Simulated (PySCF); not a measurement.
Two species compared at the same levels of theory.

First species: 2-methyloxazole, C4H5NO.
Bonds: C1–C2, C2–N3 (aromatic), N3–C4 (aromatic), C4–C5 (aromatic), C5–O6 (aromatic), C2–O6 (aromatic). Hydrogens: H7, H8, H9 on C1; H10 on C4; H11 on C5.

Second species: Cyclopropyl isocyanate, C₄H₅NO.
SMILES: `O=C=NC1CC1`

Levels: PBE0/pcSseg-1 for dipole moment, HOMO energy, LUMO energy and HOMO–LUMO gap; GFN2-xTB for rotational constant A and rotational constant C. Geometries: GFN2-xTB. All species are isolated and taken at one optimised geometry, non-relativistic unless stated. Electronic properties by PySCF.

The conformers computed, where there is a choice (atom-mapped SMILES and torsion angles):
- `[O:1]=[C:2]=[N:3][CH:4]1[CH2:5][CH2:6]1`: C2–N3–C4–C5 -35°

(1) Which has the higher HOMO–LUMO gap?

(2) Which of the two has the higher HOMO energy, and by how much?

(3) Which has the higher LUMO energy?

(4) Which has the higher rotational constant A?

(5) Which of the two has the higher rotational constant C, and by how much?

(6) Which has the higher dipole moment?

## Answers

(1) The second: 8.06 eV against 7.07 eV, a difference of 0.99 eV.

(2) The first: -6.98 eV against -7.45 eV, a difference of 0.47 eV.

(3) The second: 0.61 eV against 0.09 eV, a difference of 0.52 eV.

(4) The second: 11.496 GHz against 9.260 GHz, a difference of 2.236 GHz.

(5) The first: 2.720 GHz against 2.017 GHz, a difference of 0.703 GHz.

(6) The second: 3.14 D against 1.38 D, a difference of 1.76 D.

On the first: The dipole matches unit charges of opposite sign 0.29 Å apart (1 e·Å = 4.8032 D). A dipole of 1.38 D is allowed in Cs, and pure rotational transitions are dipole-allowed.

On the second: The dipole equals about 10.5 × 10⁻³⁰ C·m (1 D = 3.33564 × 10⁻³⁰ C·m). A dipole of 3.14 D is allowed in Cs, and pure rotational transitions are dipole-allowed.
